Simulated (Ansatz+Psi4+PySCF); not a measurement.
The numbers below are computed, except where a source is named.
## Ansatz (development build ahead of 0.2.0) run

```yaml
crystal:
  periodic: [false, false, false]
  atoms:
    - { symbol: F, position_ang: [0.0, 0.0, 0.11207] }
    - { symbol: H, position_ang: [0.0, 0.0, -1.0086] }
basis:
  gaussian: { orbitals: cc-pVTZ }
total_charge: 1
magnetization:
  initial_magnetization: 1
hamiltonian:
  xc: hf
correlation:
  method: mp2
  frozen_orbitals: { F: 1, H: 0 }
scf:
  omitted_lower_state_checks: [starts, atomic_configurations, cluster_reference, orbital_swaps, given_window_search, neighbouring_geometries, increment]
```

The input is written out in the form of the current development build from the run's settings. Correlation on restricted open-shell orbitals is semicanonical, with singles.

Results

| Item | Value |
| --- | --- |
| Converged | yes |
| Reference energy | -99.52165 hartree |
| Correlation energy | -0.21222 hartree |
| Total energy | -99.73386 hartree |
| Spin squared of the determinant | 0.750 |
| Stability test | minimum among restricted orbitals |
| Occupied orbitals by symmetry in an Abelian subgroup (alpha; beta) | 3 A1 1 B1 1 B2; 3 A1 1 B1 |
